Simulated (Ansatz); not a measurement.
Input file:

```yaml
crystal:
  periodic: [false, false, false]
  atoms:
    - {symbol: Ge, position_ang: [0.000000, -0.027691, 0.744804]}
    - {symbol: Na, position_ang: [0.000000, 0.018286, -2.381858]}
    - {symbol: H, position_ang: [0.000000, 1.578576, 0.650674]}
basis:
  gaussian: {orbitals: cc-pVDZ}
correlation: {method: fic_mrcisd_q, electrons: outside_noble_gas, active_space: {window: {electrons: 2, orbitals: 2}}}
```

```sh
$ ansatz run in.yaml --threads 1 --pin off --events-out ev --progress --plain --max-ram 2393MiB
```

Output:

```
540 factors; integrals over basis functions are off by at most 1.1e-3 eV
mean field evaluation 1: about -60891.1991 eV, gradient 4.9e0 eV
mean field evaluation 2: about -60891.2037 eV, gradient 4.9e0 eV
mean field evaluation 4: about -60891.3784 eV, gradient 3.2e-1 eV
mean field evaluation 8: about -60891.3799 eV, gradient 4.0e-4 eV
mean field evaluation 16: about -60889.7411 eV, gradient 2.2e-2 eV
mean field evaluation 32: about -60864.7214 eV, gradient 3.1e1 eV
mean field evaluation 64: about -60891.0157 eV, gradient 4.5e0 eV
mean field -60891.37986878 eV, -2237.7169365178 hartree, gradient 2.7e-6 eV, S^2 0.000000; 5 other end points of the search recorded, 0 dependent functions left out; unrestricted orbitals would lower it
reference -60891.37986878 eV, -2237.7169365178 hartree; 22, 22 occupied and 28, 28 virtual orbitals, 540 factors
state -60891.79418019 eV, -2237.7321621815 hartree
contracted CI cycle   1: correlation 0.00000000 eV, 0.0000000000 hartree, residual 1.01e1 eV
contracted CI cycle   2: correlation -2.42161801 eV, -0.0889928205 hartree, residual 1.70e0 eV
contracted CI cycle   3: correlation -2.51308038 eV, -0.0923540006 hartree, residual 5.36e-1 eV
contracted CI cycle   4: correlation -2.52310262 eV, -0.0927223112 hartree, residual 2.05e-1 eV
contracted CI cycle   5: correlation -2.52500680 eV, -0.0927922882 hartree, residual 1.16e-1 eV
contracted CI cycle   6: correlation -2.52584589 eV, -0.0928231244 hartree, residual 8.28e-2 eV
contracted CI cycle   7: correlation -2.52612747 eV, -0.0928334723 hartree, residual 3.53e-2 eV
contracted CI cycle   8: correlation -2.52616701 eV, -0.0928349254 hartree, residual 1.19e-2 eV
contracted CI cycle   9: correlation -2.52617198 eV, -0.0928351080 hartree, residual 4.58e-3 eV
contracted CI cycle  10: correlation -2.52617271 eV, -0.0928351349 hartree, residual 1.64e-3 eV
contracted CI cycle  11: correlation -2.52617280 eV, -0.0928351381 hartree, residual 5.36e-4 eV
state -60891.79418019 eV, -2237.7321621815 hartree; corrected -60894.53505034 eV, -2237.8328873017 hartree
Total energy: -60894.53505034 eV, -2237.8328873017 hartree
```

Natural occupations: 1.8667 0.1333.

For the same geometry and basis RCCSDTQ lies 9.3 meV higher.

Ran on 1 thread of Arm Neoverse V1, shared host: 2.7 s wall, 0.17 GiB peak host memory.
